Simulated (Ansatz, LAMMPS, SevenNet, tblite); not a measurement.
## Ladder of methods for the Voigt–Reuss–Hill shear modulus of wurtzite GaN

Reference value: 120 GPa (measured, temperature not stated, not corrected to a static lattice, Hill average of measured single-crystal constants; as tabulated in Oses et al. (2018), arXiv:1811.08464).

| level (code) | value (GPa) | cell (Å³/atom) |
|---|---|---|
| Stillinger–Weber GaN.sw (LAMMPS) | 106 | 11.48 |
| GFN1-xTB (tblite) | 54.0 | 12.90 |
| SevenNet-0 | 87.3 | 11.75 |
| LDA (Ansatz) | 114 | 11.05 |
| PBE (Ansatz) | 104 | 11.76 |
| PBE-D3(BJ) (Ansatz) | 105 | 11.52 |
| r²SCAN+rVV10 (Ansatz) | 114 | 11.30 |
| r²SCAN0 (Ansatz) | (withheld) | 11.17 |
| Hartree–Fock (Ansatz) | (withheld) | 11.40 |

Question: Complete the blanks.

Answer: 
- r²SCAN0 (Ansatz, a quantum-chemistry and plane-wave program), value (GPa): 123
- Hartree–Fock (Ansatz), value (GPa): 140

Differences against the reference: Stillinger–Weber GaN.sw -11.7 %, GFN1-xTB -55 %, SevenNet-0 -27 %, LDA -5.0 %, PBE -13.3 %, PBE-D3(BJ) -12.5 %, r²SCAN+rVV10 -5.0 %, r²SCAN0 +2.5 %, Hartree–Fock +16.7 %.

The reference's temperature isn't stated, so close values are not ranked against it. Off by more than 25 %, or 35 % on the side where a correction would as a rule narrow the miss (bounds picked here): GFN1-xTB (-55 %), SevenNet-0 (-27 %).

The reference isn't brought to a static lattice, while the calculations are for one, so the differences are not the levels' errors alone. A static lattice is as a rule stiffer than a warm one, by over a tenth in soft solids.  GFN1-xTB: the method was fitted mainly to molecules. GFN1-xTB: the run uses a supercell at the zone centre in place of a k mesh. PBE-D3(BJ): the dispersion coefficients are held fixed in the derivatives. Each level is taken at its own relaxed cell. Cutoffs and k meshes differ between the levels. Ansatz's density-functional and Hartree–Fock values are scalar-relativistic unless marked +SOC, with PAW data made under PBE.

Empirical potentials (Stillinger–Weber GaN.sw) are fitted to chosen data: where that held the value shown, agreement is built in, and what lay outside the fit can be far off. Machine-learned potentials (SevenNet-0) are trained on DFT data: a solid inside that data is no test of them.

Differences are worked out from the printed values.
